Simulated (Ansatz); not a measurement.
# Molecular dynamics of BH₃O

The input (input.yaml):

```yaml
crystal:
  periodic: [false, false, false]
  atoms:
    - { symbol: B, position_ang: [-0.015744, -0.023168, 0.006529] }
    - { symbol: O, position_ang: [-0.000377, -0.114767, 1.352818] }
    - { symbol: H, position_ang: [-0.880776, -0.176343, 1.739926] }
    - { symbol: H, position_ang: [1.043059, 0.056697, -0.54055] }
    - { symbol: H, position_ang: [-1.055661, -0.023819, -0.591623] }
basis:
  gaussian: { orbitals: def2-mTZVP }
hamiltonian:
  xc: pbe0
  dispersion: d4
md:
  timestep: 2.5
  n_steps: 40
  ensemble: nve
  temperature: 700.0
  initial_velocities: maxwell_boltzmann
  seed: 178701
```

Run as:

```bash
$ ansatz run input.yaml --threads 1 --pin off --max-ram 2048MiB --backend cpu --events-out ev --progress --plain --runs-dir out
```

It starts from a relaxed structure.

Output, in part (step lines, the closing report, with atoms numbered from 0):

```
md step     0: t =     0.00 fs  T =   700.0 K  F+E_penalty+E_count = -2770.65625408 eV  E_kin = 0.271446 eV  conserved = -2770.38480809 eV  (21 SCF iters)
[... lines left out ...]
Total energy: -2770.45405940 eV, -101.8123088019 hartree
Atom 0 at    -0.044294    -0.043809    -0.002958 Å, force     2.141514     0.814352     1.474343 eV/Å
Atom 1 at     0.008289    -0.109198     1.348292 Å, force    -0.143954    -0.461619    -0.179943 eV/Å
Atom 2 at    -0.828431    -0.220551     1.790214 Å, force    -0.648426     0.075550     0.292298 eV/Å
Atom 3 at     1.073793     0.074207    -0.372346 Å, force     0.163918    -0.215991    -0.826607 eV/Å
Atom 4 at    -0.970111     0.135849    -0.636530 Å, force    -1.513053    -0.212291    -0.760091 eV/Å
Dipole moment:    -0.347400    -0.069349     0.097984 e Å
```

The steps, from the saved trajectory:

| time (fs) | T (K) | potential energy less start (eV) | conserved less start (meV/atom) |
| --- | --- | --- | --- |
| 0.0 | 700 | 0.000 | 0.00 |
| 2.5 | 496 | 0.109 | 6.03 |
| 5.0 | 254 | 0.199 | 5.17 |
| 7.5 | 48 | 0.285 | 6.40 |
| 10.0 | 159 | 0.235 | 5.09 |
| 12.5 | 434 | 0.124 | 4.06 |
| 15.0 | 564 | 0.077 | 4.85 |
| 17.5 | 540 | 0.070 | 1.55 |
| 20.0 | 278 | 0.194 | 6.06 |
| 22.5 | 245 | 0.201 | 4.90 |
| 25.0 | 278 | 0.182 | 3.66 |
| 27.5 | 362 | 0.152 | 4.16 |
| 30.0 | 439 | 0.115 | 2.70 |
| 32.5 | 271 | 0.201 | 6.95 |
| 35.0 | 299 | 0.173 | 3.53 |
| 37.5 | 314 | 0.170 | 4.11 |
| 40.0 | 381 | 0.153 | 5.85 |
| 42.5 | 502 | 0.086 | 1.71 |
| 45.0 | 309 | 0.178 | 5.33 |
| 47.5 | 264 | 0.192 | 4.64 |
| 50.0 | 264 | 0.196 | 5.37 |
| 52.5 | 382 | 0.141 | 3.50 |
| 55.0 | 482 | 0.098 | 2.58 |
| 57.5 | 391 | 0.147 | 5.45 |
| 60.0 | 347 | 0.153 | 3.17 |
| 62.5 | 255 | 0.194 | 4.21 |
| 65.0 | 252 | 0.198 | 4.86 |
| 67.5 | 309 | 0.176 | 4.83 |
| 70.0 | 361 | 0.155 | 4.75 |
| 72.5 | 458 | 0.106 | 2.47 |
| 75.0 | 366 | 0.160 | 6.01 |
| 77.5 | 366 | 0.146 | 3.38 |
| 80.0 | 345 | 0.157 | 3.90 |
| 82.5 | 333 | 0.170 | 5.54 |
| 85.0 | 382 | 0.136 | 2.60 |
| 87.5 | 238 | 0.206 | 5.41 |
| 90.0 | 295 | 0.172 | 3.07 |
| 92.5 | 371 | 0.151 | 4.66 |
| 95.0 | 443 | 0.123 | 4.57 |
| 97.5 | 525 | 0.071 | 0.62 |
| 100.0 | 258 | 0.202 | 6.13 |

The run went to its last step. The conserved energy wandered by up to 6.9 meV per atom (net 6.1 meV per atom), which is poor conservation. The temperature averaged 0.50 of the 700 K drawn at the start: a run that starts near a minimum puts about half its kinetic energy into the potential. A step of 2.5 fs is long for free X–H stretches (periods near 10 fs) and can bias their spread and the temperature. A run of 0.1 ps of so small a system gives no equilibrium averages.

The same pairs are bonded in the first frame and the last. Pairs count as bonded within 1.25 times the sum of covalent radii (0.12 Å more for H–H).

Last frame:

```xyz
5
Properties=species:S:1:pos:R:3
B -0.044 -0.044 -0.003
O 0.008 -0.109 1.348
H -0.828 -0.221 1.790
H 1.074 0.074 -0.372
H -0.970 0.136 -0.636
```

Time of the run: 25 s on 1 thread of Arm Neoverse V2, on a shared host, peak memory 0.087 GiB.
